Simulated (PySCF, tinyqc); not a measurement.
Inside a calculation. Method: RHF in the sto-3g basis, for BH, spin multiplicity 1. The lowest restricted solution is unstable here: a spin-polarised one lies 0.0046 hartree lower (PySCF). Computed by tinyqc, a small Python program that keeps every step (integrals from PySCF). Settings: charge = 0, multiplicity = 1, basis = sto-3g, energy threshold = 1e-08, iteration cap = 52, orthogonalisation = symmetric, start = atomic densities, DIIS depth = 8, DIIS from iteration = 3, method = RHF. Command: `OMP_NUM_THREADS=1 python tinyqc.py 28589 28590 out.jsonl` (the two numbers bound the seeds that draw the settings). One thread of a shared host (Intel(R) Xeon(R) Processor @ 2.60GHz), about 0.08 s of CPU time with the checks. Later iterations appear only in the table of the cycle.

## One-electron integrals

Geometry (angstrom):

| atom | x | y | z |
|---|---|---|---|
| B | 0.000000 | 0.000000 | 0.000000 |
| H | 0.000000 | 0.000000 | 1.738000 |

Basis sto-3g: exponents (1/bohr^2) and contraction coefficients of normalised primitives:

| element | l (shell) | exponent | coefficient |
|---|---|---|---|
| B | s (1) | 48.791113 | 0.154329 |
| B | s (1) | 8.887362 | 0.535328 |
| B | s (1) | 2.405267 | 0.444635 |
| B | s (2) | 2.236956 | -0.099967 |
| B | s (2) | 0.519821 | 0.399513 |
| B | s (2) | 0.169062 | 0.700115 |
| B | p (3) | 2.236956 | 0.155916 |
| B | p (3) | 0.519821 | 0.607684 |
| B | p (3) | 0.169062 | 0.391957 |
| H | s (1) | 3.425251 | 0.154329 |
| H | s (1) | 0.623914 | 0.535328 |
| H | s (1) | 0.168855 | 0.444635 |

Overlap, kinetic and nuclear-attraction integrals over the contracted functions; the nuclear repulsion is the sum of Za Zb / Rab.

nuclear repulsion = 1.52237402 hartree

overlap S, lower triangle:
```
           1B 1s     1B 2s    1B 2px    1B 2py    1B 2pz     2H 1s
1B 1s   1.000000
1B 2s   0.269328  1.000000
1B 2px  0.000000  0.000000  1.000000
1B 2py  0.000000  0.000000  0.000000  1.000000
1B 2pz  0.000000  0.000000  0.000000  0.000000  1.000000
2H 1s   0.019638  0.239453  0.000000  0.000000  0.288910  1.000000
```

kinetic energy T (hartree), lower triangle:
```
            1B 1s     1B 2s    1B 2px    1B 2py    1B 2pz     2H 1s
1B 1s   10.826302
1B 2s   -0.047967  0.359168
1B 2px   0.000000  0.000000  1.123881
1B 2py   0.000000  0.000000  0.000000  1.123881
1B 2pz   0.000000  0.000000  0.000000  0.000000  1.123881
2H 1s   -0.005640  0.005661  0.000000  0.000000  0.050689  0.760032
```

nuclear attraction V (hartree), lower triangle:
```
             1B 1s      1B 2s     1B 2px     1B 2py     1B 2pz      2H 1s
1B 1s   -23.451863
1B 2s    -3.221366  -4.075060
1B 2px    0.000000   0.000000  -4.027129
1B 2py    0.000000   0.000000   0.000000  -4.027129
1B 2pz   -0.008712  -0.087130   0.000000   0.000000  -4.079665
2H 1s    -0.236230  -0.750295   0.000000   0.000000  -0.845659  -2.746877
```

core Hamiltonian H = T + V (hartree), lower triangle:
```
             1B 1s      1B 2s     1B 2px     1B 2py     1B 2pz      2H 1s
1B 1s   -12.625561
1B 2s    -3.269333  -3.715892
1B 2px    0.000000   0.000000  -2.903248
1B 2py    0.000000   0.000000   0.000000  -2.903248
1B 2pz   -0.008712  -0.087130   0.000000   0.000000  -2.955785
2H 1s    -0.241870  -0.744634   0.000000   0.000000  -0.794971  -1.986845
```

## Two-electron integrals

Functions are numbered as in S; the eight-fold symmetry (ij|kl) = (ji|kl) = (kl|ij) leaves the list below.

Two-electron integrals (ij|kl) in chemists' order, unique and non-zero (hartree):
```
(11|11) 2.923513   (21|11) 0.518376   (21|21) 0.109262   (22|11) 0.744229
(22|21) 0.193177   (22|22) 0.544804   (31|31) 0.020264   (32|31) 0.029996
(32|32) 0.120346   (33|11) 0.742491   (33|21) 0.193240   (33|22) 0.544682
(33|33) 0.586773   (41|41) 0.020264   (42|41) 0.029996   (42|42) 0.120346
(43|43) 0.031630   (44|11) 0.742491   (44|21) 0.193240   (44|22) 0.544682
(44|33) 0.523513   (44|44) 0.586773   (51|51) 0.020264   (52|51) 0.029996
(52|52) 0.120346   (53|53) 0.031630   (54|54) 0.031630   (55|11) 0.742491
(55|21) 0.193240   (55|22) 0.544682   (55|33) 0.523513   (55|44) 0.523513
(55|55) 0.586773   (61|11) 0.037619   (61|21) 0.007903   (61|22) 0.014031
(61|33) 0.013976   (61|44) 0.013976   (61|51) 0.000556   (61|52) 0.001033
(61|55) 0.014150   (61|61) 0.000588   (62|11) 0.118764   (62|21) 0.031468
(62|22) 0.101666   (62|33) 0.098575   (62|44) 0.098575   (62|51) 0.003389
(62|52) 0.023136   (62|55) 0.107740   (62|61) 0.002427   (62|62) 0.030349
(63|31) 0.002695   (63|32) 0.013589   (63|53) 0.004002   (63|63) 0.002742
(64|41) 0.002695   (64|42) 0.013589   (64|54) 0.004002   (64|64) 0.002742
(65|11) 0.125086   (65|21) 0.033506   (65|22) 0.113865   (65|33) 0.108222
(65|44) 0.108222   (65|51) 0.005602   (65|52) 0.036104   (65|55) 0.125016
(65|61) 0.002666   (65|62) 0.039285   (65|65) 0.052554   (66|11) 0.303994
(66|21) 0.081831   (66|22) 0.299434   (66|33) 0.284691   (66|44) 0.284691
(66|51) 0.008559   (66|52) 0.081005   (66|55) 0.328477   (66|61) 0.006328
(66|62) 0.126004   (66|65) 0.175230   (66|66) 0.774606
```

## Orthogonalisation

S = U s U^T; symmetric (Loewdin) form X = U s^(-1/2) U^T, so that X^T S X = 1.

eigenvalues of S: 0.584620  0.807590  1.000000  1.000000  1.175067  1.432722

X, lower triangle:
```
            1B 1s      1B 2s    1B 2px    1B 2py     1B 2pz     2H 1s
1B 1s    1.029368
1B 2s   -0.144993   1.054606
1B 2px   0.000000   0.000000  1.000000
1B 2py   0.000000   0.000000  0.000000  1.000000
1B 2pz  -0.004457   0.030085  0.000000  0.000000   1.034989
2H 1s    0.017241  -0.135896  0.000000  0.000000  -0.158952  1.059621
```

## Starting guess

The start is atomic minimal-basis densities projected into this basis (PySCF's MINAO start) and scaled to the electron count of each spin; this density is not idempotent, so its energy is not variational and may lie below the converged one.

D at the start, lower triangle:
```
            1B 1s      1B 2s    1B 2px    1B 2py    1B 2pz     2H 1s
1B 1s    2.179937
1B 2s   -0.568189   2.122201
1B 2px   0.000000   0.000000  0.320761
1B 2py   0.000000   0.000000  0.000000  0.320761
1B 2pz   0.009433  -0.029941  0.000000  0.000000  0.300316
2H 1s   -0.033279   0.123212  0.000000  0.000000  0.054514  0.972883
```

## Iteration 1: building the Fock matrix

J_ij = sum D_kl (ij|kl), K_ij = sum D_kl (ik|jl); F = H + J - 0.5 K; E = tr D H + tr D J / 2 - 0.25 tr D K + E_nn.

Coulomb J (hartree), lower triangle:
```
           1B 1s     1B 2s    1B 2px    1B 2py    1B 2pz     2H 1s
1B 1s   8.398865
1B 2s   1.688320  3.399885
1B 2px  0.000000  0.000000  3.380402
1B 2py  0.000000  0.000000  0.000000  3.380402
1B 2pz  0.008322  0.081737  0.000000  0.000000  3.425785
2H 1s   0.122974  0.667354  0.000000  0.000000  0.766876  2.285086
```

exchange K (hartree), lower triangle:
```
           1B 1s     1B 2s    1B 2px    1B 2py    1B 2pz     2H 1s
1B 1s   6.035040
1B 2s   1.087289  1.343199
1B 2px  0.000000  0.000000  0.479616
1B 2py  0.000000  0.000000  0.000000  0.479616
1B 2pz  0.004256  0.043907  0.000000  0.000000  0.535276
2H 1s   0.087323  0.389889  0.000000  0.000000  0.289486  0.881506
```

Fock matrix F (hartree), lower triangle:
```
            1B 1s      1B 2s    1B 2px    1B 2py     1B 2pz      2H 1s
1B 1s   -7.244216
1B 2s   -2.124657  -0.987606
1B 2px   0.000000   0.000000  0.237346
1B 2py   0.000000   0.000000  0.000000  0.237346
1B 2pz  -0.002518  -0.027347  0.000000  0.000000   0.202363
2H 1s   -0.162558  -0.272225  0.000000  0.000000  -0.172837  -0.142512
```

total energy of this density = -24.52677785 hartree

This density is the starting one; it is not idempotent, so its energy is not variational and may lie below the converged one.

## Iteration 1: diagonalisation and new density

Diagonalise F' = X^T F X, C = X C', fill 3 alpha and 3 beta electrons from the bottom; D = 2 C_occ C_occ^T. Each column has its largest component positive (the first on a tie).

F' = X^T F X (hartree), lower triangle:
```
           1          2         3         4          5          6
1  -7.066947
2  -1.105811  -0.532065
3   0.000000   0.000000  0.237346
4   0.000000   0.000000  0.000000  0.237346
5  -0.011758   0.025003  0.000000  0.000000   0.270265
6   0.018198  -0.189776  0.000000  0.000000  -0.210415  -0.035821
```

orbital energies (hartree): MO1 -7.249028, MO2 -0.446387, MO3 -0.063878, MO4 0.237346, MO5 0.237346, MO6 0.394726

coefficients C:
```
              MO1        MO2        MO3        MO4       MO5        MO6
1B 1s    0.992153  -0.266993   0.147067   0.000000  0.000000  -0.060478
1B 2s    0.028081   0.878439  -0.560201   0.000000  0.000000   0.257528
1B 2px   0.000000   0.000000   0.000000   0.821878  0.569664   0.000000
1B 2py   0.000000   0.000000   0.000000  -0.569664  0.821878   0.000000
1B 2pz   0.001292   0.059760   0.388270   0.000000  0.000000   0.971116
2H 1s   -0.003312   0.351454   0.766430   0.000000  0.000000  -0.675191
```

D after iteration 1, lower triangle:
```
            1B 1s      1B 2s    1B 2px    1B 2py    1B 2pz     2H 1s
1B 1s    2.154564
1B 2s   -0.578129   2.172538
1B 2px   0.000000   0.000000  0.000000
1B 2py   0.000000   0.000000  0.000000  0.000000
1B 2pz   0.084857  -0.329955  0.000000  0.000000  0.308654
2H 1s    0.031189  -0.241434  0.000000  0.000000  0.637161  1.421891
```

Within a degenerate level the vectors are fixed only up to a rotation; this is one choice.

## Iteration 2: building the Fock matrix

As before.

Coulomb J (hartree), lower triangle:
```
           1B 1s     1B 2s    1B 2px    1B 2py    1B 2pz     2H 1s
1B 1s   8.082205
1B 2s   1.614219  3.254501
1B 2px  0.000000  0.000000  3.217218
1B 2py  0.000000  0.000000  0.000000  3.217218
1B 2pz  0.001351  0.075755  0.000000  0.000000  3.315990
2H 1s   0.117438  0.673656  0.000000  0.000000  0.791180  2.524529
```

exchange K (hartree), lower triangle:
```
           1B 1s      1B 2s    1B 2px    1B 2py    1B 2pz     2H 1s
1B 1s   5.943225
1B 2s   1.051624   1.258309
1B 2px  0.000000   0.000000  0.282799
1B 2py  0.000000   0.000000  0.000000  0.282799
1B 2pz  0.003023  -0.084902  0.000000  0.000000  0.668494
2H 1s   0.081712   0.359281  0.000000  0.000000  0.504949  1.319402
```

Fock matrix F (hartree), lower triangle:
```
            1B 1s      1B 2s    1B 2px    1B 2py     1B 2pz      2H 1s
1B 1s   -7.514968
1B 2s   -2.180926  -1.090545
1B 2px   0.000000   0.000000  0.172571
1B 2py   0.000000   0.000000  0.000000  0.172571
1B 2pz  -0.008872   0.031076  0.000000  0.000000   0.025958
2H 1s   -0.165288  -0.250618  0.000000  0.000000  -0.256265  -0.122017
```

total energy of this density = -24.62144011 hartree

## Iteration 2: diagonalisation and new density

As before.

F' = X^T F X (hartree), lower triangle:
```
           1          2         3         4          5         6
1  -7.339260
2  -1.111568  -0.636674
3   0.000000   0.000000  0.172571
4   0.000000   0.000000  0.000000  0.172571
5  -0.027224   0.090157  0.000000  0.000000   0.112670
6   0.016322  -0.168260  0.000000  0.000000  -0.285509  0.005356
```

orbital energies (hartree): MO1 -7.518832, MO2 -0.512139, MO3 -0.214968, MO4 0.172571, MO5 0.172571, MO6 0.388032

coefficients C:
```
              MO1        MO2        MO3       MO4        MO5        MO6
1B 1s    0.993091  -0.287293   0.076936  0.000000   0.000000  -0.079071
1B 2s    0.024880   0.969807  -0.317547  0.000000   0.000000   0.332579
1B 2px   0.000000   0.000000   0.000000  0.080081   0.996788   0.000000
1B 2py   0.000000   0.000000   0.000000  0.996788  -0.080081   0.000000
1B 2pz   0.001914  -0.020883   0.581015  0.000000   0.000000   0.871422
2H 1s   -0.003341   0.198047   0.666625  0.000000   0.000000  -0.826562
```

D after iteration 2, lower triangle:
```
            1B 1s      1B 2s    1B 2px    1B 2py    1B 2pz     2H 1s
1B 1s    2.149375
1B 2s   -0.556683   2.083962
1B 2px   0.000000   0.000000  0.000000
1B 2py   0.000000   0.000000  0.000000  0.000000
1B 2pz   0.105203  -0.409409  0.000000  0.000000  0.676036
2H 1s   -0.017857  -0.039401  0.000000  0.000000  0.766353  0.967245
```

Within a degenerate level the vectors are fixed only up to a rotation; this is one choice.

## Iteration 3: building the Fock matrix

As before.

Coulomb J (hartree), lower triangle:
```
            1B 1s     1B 2s    1B 2px    1B 2py    1B 2pz     2H 1s
1B 1s    8.234533
1B 2s    1.653491  3.343762
1B 2px   0.000000  0.000000  3.302726
1B 2py   0.000000  0.000000  0.000000  3.302726
1B 2pz  -0.003720  0.039599  0.000000  0.000000  3.412856
2H 1s    0.120131  0.666316  0.000000  0.000000  0.771825  2.351489
```

exchange K (hartree), lower triangle:
```
           1B 1s      1B 2s    1B 2px    1B 2py    1B 2pz     2H 1s
1B 1s   5.947433
1B 2s   1.063595   1.292156
1B 2px  0.000000   0.000000  0.289954
1B 2py  0.000000   0.000000  0.000000  0.289954
1B 2pz  0.002960  -0.106607  0.000000  0.000000  0.897034
2H 1s   0.083786   0.375040  0.000000  0.000000  0.531204  1.073386
```

Fock matrix F (hartree), lower triangle:
```
            1B 1s      1B 2s    1B 2px    1B 2py     1B 2pz      2H 1s
1B 1s   -7.364744
1B 2s   -2.147639  -1.018208
1B 2px   0.000000   0.000000  0.254501
1B 2py   0.000000   0.000000  0.000000  0.254501
1B 2pz  -0.013911   0.005772  0.000000  0.000000   0.008555
2H 1s   -0.163633  -0.265838  0.000000  0.000000  -0.288748  -0.172049
```

total energy of this density = -24.67109086 hartree

## Iteration 3: diagonalisation and new density

As before.

F' = X^T F X (hartree), lower triangle:
```
           1          2         3         4          5          6
1  -7.188359
2  -1.108875  -0.561051
3   0.000000   0.000000  0.254501
4   0.000000   0.000000  0.000000  0.254501
5  -0.029760   0.071116  0.000000  0.000000   0.102130
6   0.019396  -0.185512  0.000000  0.000000  -0.308173  -0.035715
```

orbital energies (hartree): MO1 -7.369034, MO2 -0.469637, MO3 -0.233830, MO4 0.254501, MO5 0.254501, MO6 0.389505

coefficients C:
```
              MO1        MO2        MO3        MO4       MO5        MO6
1B 1s    0.992677  -0.261889   0.140648   0.000000  0.000000  -0.084637
1B 2s    0.026311   0.865250  -0.530920   0.000000  0.000000   0.348374
1B 2px   0.000000   0.000000   0.000000  -0.205809  0.978592   0.000000
1B 2py   0.000000   0.000000   0.000000   0.978592  0.205809   0.000000
1B 2pz   0.002742   0.097192   0.570980   0.000000  0.000000   0.872881
2H 1s   -0.003571   0.360069   0.602986   0.000000  0.000000  -0.820715
```

D after iteration 3, lower triangle:
```
            1B 1s      1B 2s    1B 2px    1B 2py    1B 2pz     2H 1s
1B 1s    2.147552
1B 2s   -0.550307   2.062451
1B 2px   0.000000   0.000000  0.000000
1B 2py   0.000000   0.000000  0.000000  0.000000
1B 2pz   0.115151  -0.437955  0.000000  0.000000  0.670944
2H 1s   -0.026068  -0.017364  0.000000  0.000000  0.758558  0.986509
```

Within a degenerate level the vectors are fixed only up to a rotation; this is one choice.

## Iteration 7 (converged): orbitals

converged F (hartree), lower triangle:
```
            1B 1s      1B 2s    1B 2px    1B 2py     1B 2pz      2H 1s
1B 1s   -7.374217
1B 2s   -2.150323  -1.019486
1B 2px   0.000000   0.000000  0.250200
1B 2py   0.000000   0.000000  0.000000  0.250200
1B 2pz  -0.016094   0.009307  0.000000  0.000000   0.004808
2H 1s   -0.163626  -0.268825  0.000000  0.000000  -0.288612  -0.175486
```

As before.

F' = X^T F X (hartree), lower triangle:
```
           1          2         3         4          5          6
1  -7.197583
2  -1.110442  -0.560819
3   0.000000   0.000000  0.250200
4   0.000000   0.000000  0.000000  0.250200
5  -0.032695   0.075586  0.000000  0.000000   0.098253
6   0.020432  -0.188939  0.000000  0.000000  -0.307536  -0.038703
```

orbital energies (hartree): MO1 -7.378521, MO2 -0.471692, MO3 -0.236949, MO4 0.250200, MO5 0.250200, MO6 0.388310

coefficients C:
```
              MO1        MO2        MO3        MO4       MO5        MO6
1B 1s    0.992677  -0.261462   0.139825   0.000000  0.000000  -0.087286
1B 2s    0.026319   0.863426  -0.528394   0.000000  0.000000   0.356642
1B 2px   0.000000   0.000000   0.000000   0.836560  0.547876   0.000000
1B 2py   0.000000   0.000000   0.000000  -0.547876  0.836560   0.000000
1B 2pz   0.003047   0.090959   0.575368   0.000000  0.000000   0.870668
2H 1s   -0.003673   0.364895   0.599266   0.000000  0.000000  -0.821307
```

D after iteration 7, lower triangle:
```
            1B 1s      1B 2s    1B 2px    1B 2py    1B 2pz     2H 1s
1B 1s    2.146642
1B 2s   -0.547019   2.050793
1B 2px   0.000000   0.000000  0.000000
1B 2py   0.000000   0.000000  0.000000  0.000000
1B 2pz   0.119388  -0.450809  0.000000  0.000000  0.678663
2H 1s   -0.030519  -0.003370  0.000000  0.000000  0.755956  0.984564
```

Within a degenerate level the vectors are fixed only up to a rotation; this is one choice.

## Convergence

Stop when the energy changes by less than 1e-08 hartree and every element of the error matrix X^T (F D S - S D F) X is below 3e-05.

Course of the cycle:

| iteration | E (hartree) | change | largest element of the error matrix |
|---|---|---|---|
| 1 | -24.52677785 | - | 2.32e-01 |
| 2 | -24.62144011 | -9.47e-02 | 2.26e-01 |
| 3 | -24.67109086 | -4.97e-02 | 1.87e-02 |
| 4 | -24.67178246 | -6.92e-04 | 6.17e-03 |
| 5 | -24.67185121 | -6.87e-05 | 8.81e-04 |
| 6 | -24.67185267 | -1.47e-06 | 7.88e-06 |
| 7 | -24.67185267 | -1.15e-10 | 3.99e-07 |

PySCF RHF in the same basis = -24.67185267 hartree

Converged in 7 iterations.

## Populations, bond orders and dipole

Mulliken: Z minus the diagonal of D S on the atom; Loewdin: the same with S^(1/2) D S^(1/2); Mayer order: 2 sum_s sum (D(s) S)_ij (D(s) S)_ji over the two atoms.

Charges (e):

| atom | Mulliken | Loewdin |
|---|---|---|
| 1B | 0.201560 | 0.195050 |
| 2H | -0.201560 | -0.195050 |

Mayer bond orders:

| pair | order |
|---|---|
| 2-1 | 0.959373 |

dipole moment about the origin, x y z (debye): 0.000000  0.000000  -0.344561
